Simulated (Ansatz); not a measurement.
```yaml
crystal:
  periodic: [false, false, false]
  atoms:
    - {symbol: Si, position_ang: [-1.905938, -0.338901, -0.003345]}
    - {symbol: P, position_ang: [-0.000604, 0.611192, 0.005107]}
    - {symbol: Si, position_ang: [1.906603, -0.335144, -0.002287]}
basis:
  gaussian: {orbitals: def2-TZVP}
magnetization: {spin_polarized: true, initial_magnetization: 1}
hamiltonian: {xc: pbe0}
relax: {f_tol: 0.004, max_steps: 80}
```

```sh
$ ansatz run in.yaml --threads 1 --pin off --events-out ev --progress --plain --max-ram 2176MiB
```

Steps of the relaxation (energy above the last step; positions in Å, forces in eV/Å):

```
3
step 1, 34.1 meV
Si   -1.906   -0.339   -0.003    0.590    0.217    0.002
P    -0.001    0.611    0.005    0.000   -0.433   -0.004
Si    1.907   -0.335   -0.002   -0.591    0.216    0.002
```

```
3
step 2, 7.0 meV
Si   -1.858   -0.347   -0.003    0.080   -0.012    0.000
P    -0.001    0.627    0.005    0.000    0.024    0.000
Si    1.859   -0.343   -0.002   -0.079   -0.012    0.000
```

```
3
step 3, 2.6 meV
Si   -1.829   -0.362   -0.004   -0.013   -0.041    0.000
P    -0.001    0.658    0.006    0.000    0.083    0.001
Si    1.830   -0.359   -0.003    0.013   -0.041    0.000
```

```
3
step 4, 0.3 meV
Si   -1.784   -0.392   -0.004    0.016    0.021    0.000
P    -0.001    0.717    0.006    0.000   -0.042    0.000
Si    1.785   -0.388   -0.003   -0.016    0.021    0.000
```

```
3
step 5, 0.0 meV
Si   -1.794   -0.385   -0.004    0.000    0.000    0.000
P    -0.001    0.704    0.006    0.000    0.001    0.000
Si    1.794   -0.382   -0.003    0.000    0.000    0.000
```

Close pairs at the end: P2–Si3 2.098 Å, Si1–P2 2.098 Å.

A stationary point of unrestricted PBE0 after 5 steps, with ⟨S²⟩ = 0.800 against 0.75 for a pure state; no frequencies were run, so it isn't proven a minimum. 41 s on 1 thread of Arm Neoverse V1, shared host.
